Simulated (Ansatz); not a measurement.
in.yaml

```yaml
crystal:
  periodic: [false, false, false]
  atoms:
    - {symbol: Be, position_ang: [0.000000, 0.000000, 0.687838]}
    - {symbol: Be, position_ang: [0.000000, 0.000000, -2.724162]}
    - {symbol: H, position_ang: [0.000000, 0.000000, 2.036324]}
basis:
  gaussian: {orbitals: cc-pVDZ}
magnetization: {spin_polarized: true, initial_magnetization: 1}
hamiltonian: {pseudopotentials: {relativity: scalar}}
correlation: {method: ccsd, electrons: all}
```

```sh
$ ansatz run in.yaml --threads 1 --pin off --events-out ev --progress --plain --max-ram 2393MiB
```

Output:

```
304 factors; integrals over basis functions are off by at most 8.4e-4 eV
mean field evaluation 1: about -808.0253 eV, gradient 5.4e0 eV
mean field evaluation 2: about -808.0527 eV, gradient 5.5e0 eV
mean field evaluation 4: about -808.8912 eV, gradient 1.1e0 eV
mean field evaluation 8: about -809.0007 eV, gradient 3.4e-1 eV
mean field evaluation 16: about -808.6124 eV, gradient 2.6e0 eV
mean field evaluation 32: about -808.2377 eV, gradient 3.8e0 eV
mean field evaluation 64: about -805.3808 eV, gradient 3.2e0 eV
mean field evaluation 96: about -805.7044 eV, gradient 2.3e-1 eV
mean field evaluation 128: about -805.7733 eV, gradient 1.9e-1 eV
mean field -809.01679964 eV, -29.7308190155 hartree, gradient 5.8e-6 eV, S^2 0.950157; 3 other end points of the search recorded, 0 dependent functions left out
determinant -809.01679964 eV, -29.7308190155 hartree, with singles and doubles -811.27528463 eV, -29.8138168082 hartree
determinant -806.64308766 eV, -29.6435867093 hartree, with singles and doubles -808.98683223 eV, -29.7297177334 hartree
reference -809.01679964 eV, -29.7308190155 hartree; 5, 4 occupied and 28, 29 virtual orbitals, 304 factors
second order -1.36817644 eV of doubles, -0.00000000 eV of singles
cycle   1  -2.22413021 eV  change   -8.4e-2 eV  update   2.0e-2
cycle   2  -2.22424957 eV  change   -1.2e-4 eV  update   6.9e-3
cycle   3  -2.22789546 eV  change   -3.6e-3 eV  update   2.4e-3
cycle   4  -2.22964681 eV  change   -1.8e-3 eV  update   1.1e-3
cycle   5  -2.23073774 eV  change   -1.1e-3 eV  update   6.4e-4
cycle   6  -2.23169747 eV  change   -9.6e-4 eV  update   4.0e-4
cycle   7  -2.23211749 eV  change   -4.2e-4 eV  update   2.0e-4
cycle   8  -2.23219176 eV  change   -7.4e-5 eV  update   1.0e-4
cycle   9  -2.23213693 eV  change    5.5e-5 eV  update   5.6e-5
cycle  10  -2.23210155 eV  change    3.5e-5 eV  update   2.6e-5
cycle  11  -2.23208243 eV  change    1.9e-5 eV  update   1.4e-5
cycle  12  -2.23207587 eV  change    6.6e-6 eV  update   6.2e-6
cycle  13  -2.23207204 eV  change    3.8e-6 eV  update   2.8e-6
Total energy: -811.24887168 eV, -29.8128461501 hartree
Relativity: scalar
```

Ran on 1 thread of Intel Xeon, shared host: 4.8 s wall, 0.1 GiB peak host memory.
